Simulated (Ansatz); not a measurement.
The input, for Ansatz 0.2.0:

```yaml
crystal:
  periodic: [false, false, false]
  atoms:
    - {symbol: B, position_ang: [0.000000, -0.849789, 1.731990]}
    - {symbol: P, position_ang: [0.000000, 0.577670, 0.563802]}
    - {symbol: S, position_ang: [0.000000, -0.246308, -1.220369]}
    - {symbol: H, position_ang: [0.000000, -0.801322, 2.920331]}
basis:
  gaussian: {orbitals: 6-31G}
total_charge: 1
magnetization: {spin_polarized: false, initial_magnetization: 4}
correlation: {method: fic_mrcisd_q, electrons: valence, active_space: {window: {electrons: 10, orbitals: 7}}}
```

```sh
$ ansatz run in.yaml --threads 1 --pin off --events-out ev --progress --plain --max-ram 2393MiB
```

The program prints:

```
442 factors; integrals over basis functions are off by at most 2.5e-4 eV
mean field evaluation 1: about -20758.2621 eV, gradient 1.1e1 eV
mean field evaluation 2: about -20758.4028 eV, gradient 1.2e1 eV
mean field evaluation 4: about -20760.6277 eV, gradient 3.4e0 eV
mean field evaluation 8: about -20761.1134 eV, gradient 6.5e-1 eV
mean field evaluation 16: about -20760.1838 eV, gradient 1.3e1 eV
mean field evaluation 32: about -20761.1220 eV, gradient 2.3e-6 eV
mean field evaluation 64: about -20761.2260 eV, gradient 5.9e-1 eV
mean field evaluation 96: about -20761.1219 eV, gradient 3.2e-2 eV
mean field -20761.23569905 eV, -762.9613394690 hartree, gradient 7.1e-6 eV, S^2 6.000000; 10 other end points of the search recorded, 0 dependent functions left out
reference -20761.23569905 eV, -762.9613394690 hartree; 20, 16 occupied and 17, 21 virtual orbitals, 442 factors
state -20761.27442623 eV, -762.9627626668 hartree
contracted CI cycle   1: correlation 0.00000000 eV, 0.0000000000 hartree, residual 1.22e1 eV
contracted CI cycle   2: correlation -3.09803156 eV, -0.1138505597 hartree, residual 2.50e0 eV
contracted CI cycle   3: correlation -3.27308701 eV, -0.1202837289 hartree, residual 7.03e-1 eV
contracted CI cycle   4: correlation -3.28835233 eV, -0.1208447191 hartree, residual 2.44e-1 eV
contracted CI cycle   5: correlation -3.29017558 eV, -0.1209117223 hartree, residual 9.46e-2 eV
contracted CI cycle   6: correlation -3.29044448 eV, -0.1209216043 hartree, residual 3.58e-2 eV
contracted CI cycle   7: correlation -3.29048009 eV, -0.1209229128 hartree, residual 1.46e-2 eV
contracted CI cycle   8: correlation -3.29048591 eV, -0.1209231270 hartree, residual 5.97e-3 eV
contracted CI cycle   9: correlation -3.29048687 eV, -0.1209231622 hartree, residual 2.35e-3 eV
contracted CI cycle  10: correlation -3.29048701 eV, -0.1209231673 hartree, residual 9.04e-4 eV
state -20761.27442623 eV, -762.9627626668 hartree; corrected -20764.86227199 eV, -763.0946135665 hartree
state -20761.23124374 eV, -762.9611757396 hartree
contracted CI cycle   1: correlation 0.00000000 eV, 0.0000000000 hartree, residual 1.22e1 eV
contracted CI cycle   2: correlation -3.07427415 eV, -0.1129774911 hartree, residual 2.33e0 eV
contracted CI cycle   3: correlation -3.22680370 eV, -0.1185828489 hartree, residual 6.25e-1 eV
contracted CI cycle   4: correlation -3.23871941 eV, -0.1190207431 hartree, residual 2.25e-1 eV
contracted CI cycle   5: correlation -3.24036531 eV, -0.1190812289 hartree, residual 9.88e-2 eV
contracted CI cycle   6: correlation -3.24068874 eV, -0.1190931147 hartree, residual 4.06e-2 eV
contracted CI cycle   7: correlation -3.24073999 eV, -0.1190949981 hartree, residual 1.49e-2 eV
contracted CI cycle   8: correlation -3.24074657 eV, -0.1190952398 hartree, residual 5.59e-3 eV
contracted CI cycle   9: correlation -3.24074751 eV, -0.1190952742 hartree, residual 2.23e-3 eV
contracted CI cycle  10: correlation -3.24074765 eV, -0.1190952795 hartree, residual 8.90e-4 eV
state -20761.23124374 eV, -762.9611757396 hartree; corrected -20764.75426197 eV, -763.0906442714 hartree
state -20761.27442623 eV, -762.9627626668 hartree; corrected -20764.86227199 eV, -763.0946135665 hartree
Total energy: -20764.86227199 eV, -763.0946135665 hartree
```

Natural occupations: 1.9997 1.9978 1.9975 1.0022 1.0022 1.0003 1.0003.

Ran on 1 thread of Arm Neoverse V1, shared host: 3.9 s wall, 0.11 GiB peak host memory.
